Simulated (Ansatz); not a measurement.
# C3H6S: the cost of one run

All numbers below are computed with Ansatz 0.2.0 (RKS PBE-D4/def2-SVP).

### 1 Starting point

Bond lengths: C1–C2 1.281 Å, C2–C3 1.480 Å, C3–S4 1.819 Å, C1–H5 1.107 Å, C1–H6 1.155 Å, C2–H7 1.103 Å, C3–H8 1.064 Å, C3–H9 1.128 Å, S4–H10 1.332 Å. Angles: C1–C2–C3 121.9°, C1–C2–H7 121.2°, C3–C2–H7 116.9°, C2–C1–H5 126.3°, C2–C1–H6 120.9°, H5–C1–H6 112.8°, C2–C3–S4 111.2°, C2–C3–H8 115.2°, C2–C3–H9 108.1°, S4–C3–H8 110.5°, S4–C3–H9 103.6°, H8–C3–H9 107.4°, C3–S4–H10 98.9°.

Structure file:

```xyz
10

C    -1.2985    0.7949   -0.4834
C    -0.1999    0.5410    0.1236
C     0.7152   -0.5297   -0.3295
S     0.9004   -1.8187    0.9399
H    -1.6812    0.2845   -1.3878
H    -1.9859    1.6540   -0.1305
H     0.1189    1.1323    0.9986
H     0.4736   -0.9648   -1.2695
H     1.7515   -0.0922   -0.4165
H     1.2890   -1.0524    1.9582
```

### 2 End point A

input.yaml

```yaml
crystal:
  periodic: [false, false, false]
  atoms:
    - { symbol: C, position_ang: [-1.2985, 0.7949, -0.4834] }
    - { symbol: C, position_ang: [-0.1999, 0.541, 0.1236] }
    - { symbol: C, position_ang: [0.7152, -0.5297, -0.3295] }
    - { symbol: S, position_ang: [0.9004, -1.8187, 0.9399] }
    - { symbol: H, position_ang: [-1.6812, 0.2845, -1.3878] }
    - { symbol: H, position_ang: [-1.9859, 1.654, -0.1305] }
    - { symbol: H, position_ang: [0.1189, 1.1323, 0.9986] }
    - { symbol: H, position_ang: [0.4736, -0.9648, -1.2695] }
    - { symbol: H, position_ang: [1.7515, -0.0922, -0.4165] }
    - { symbol: H, position_ang: [1.289, -1.0524, 1.9582] }
basis:
  gaussian: { orbitals: def2-SVP }
hamiltonian:
  xc: pbe
  dispersion: d4
relax:
  f_tol: 0.015
  max_steps: 40
output:
  orbitals: {}
```

Started as:

```sh
$ ansatz run input.yaml --threads 1 --pin off --max-ram 2048MiB --backend cpu --events-out ev --progress --plain --runs-dir out
```

Q: Estimate wall time and peak memory on 1 thread of Intel Xeon Platinum 8259CL at 2.50GHz (Skylake/Cascade Lake), shared host.

About 24 s, with a peak of 0.18 GiB.
